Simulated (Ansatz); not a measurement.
Candidates: fcc Pb, diamond, bcc Ba, bcc Rb, bcc Mo, bcc Ta. Level: r²SCAN+rVV10 (plane waves, PAW; Ansatz, a first-principles code).

Ansatz's runs of these crystals have no spin polarisation.

Spin–orbit coupling is left out, also for the solids with elements from indium on (fcc Pb, bcc Ba, bcc Ta); its size isn't shown.

Ansatz's density-functional and Hartree–Fock values are scalar-relativistic unless marked +SOC, with PAW data made under PBE.

Problem. Order them by their lattice parameter a at this level, smallest first.

Solution. bcc Mo (3.144 Å), bcc Ta (3.296 Å), diamond (3.558 Å), fcc Pb (4.957 Å), bcc Ba (5.010 Å), bcc Rb (5.683 Å)
